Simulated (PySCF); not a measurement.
Two structures of CH₆BN, closed shell, reached by relaxing down either side of one saddle point (PBE0-D4/def2-TZVP). Energies are electronic, without zero-point energy. Program: PySCF 2.14 with density fitting (its default auxiliary sets; JK sets also for MP2 and CCSD(T)). Basis: def2-TZVPP and def2-QZVPP. Cores are frozen in the correlated methods. Extrapolation: Hartree–Fock as exp(−7.88 √X), correlation as X^−2.97. First:

| atom | x (Å) | y (Å) | z (Å) |
| --- | --- | --- | --- |
| B1 | -0.4630 | 0.0165 | -0.3613 |
| C2 | 0.2078 | 0.8503 | 0.7853 |
| N3 | 0.0714 | -1.1891 | -0.8056 |
| H4 | 0.9097 | -1.5933 | -0.4223 |
| H5 | -1.4697 | 0.3970 | -0.8972 |
| H6 | 1.1190 | 0.4031 | 1.1932 |
| H7 | 0.4549 | 1.8568 | 0.4305 |
| H8 | -0.4960 | 0.9963 | 1.6118 |
| H9 | -0.3427 | -1.7381 | -1.5385 |

Second:

```xyz
9
angstrom
B -1.5253 -0.0393 -1.2486
C 1.1238 0.4176 1.2076
N -1.2750 -1.0998 -1.8252
H 1.0059 -0.4100 0.5087
H -1.7636 0.9686 -0.7013
H 2.0172 0.2624 1.8119
H 1.2200 1.3505 0.6524
H 0.2512 0.4700 1.8586
H -1.0807 -1.9517 -2.2937
```

**Question.** Which bonds change from the first to the second?

**Answer.** CH₆BN ([CH3][BH][NH2]) → BNH₂ ([BH][NH]) + CH₄; bonds formed: C2–H4; bonds broken: B1–C2, N3–H4.

**Question.** Give the saddle point's structure and its height above each. (Judge from chemistry; the value comes from the calculation.)

**Answer.** Computed: 339.7 kJ/mol above the first and 207.3 kJ/mol above the second (CCSD(T) at an estimated basis limit (MP2 extrapolated from triple and quadruple zeta, plus CCSD(T) − MP2 in triple zeta)).
```csv
atom,x (Å),y (Å),z (Å)
B1,-0.6258,-0.0680,-0.5564
C2,0.4274,0.5744,0.7640
N3,-0.0978,-1.2253,-0.9724
H4,0.5451,-0.5140,0.0645
H5,-1.5288,0.6974,-0.7280
H6,1.3476,0.1634,1.2075
H7,0.6862,1.5470,0.3492
H8,-0.3008,0.6537,1.5694
H9,-0.4531,-1.8287,-1.6979
```

T1 diagnostic: at most 0.015.

Labels in which every atom is bracketed show which atoms are joined, not bond orders.

For scale, one of the runs: CCSD(T)/def2-TZVPP, 177 basis functions, launched by `OMP_NUM_THREADS=4 python run.py`. Time: 3 min of wall clock on 4 CPU threads of an Arm Neoverse V1; the host was shared. Peak host memory: 1.5 GiB.
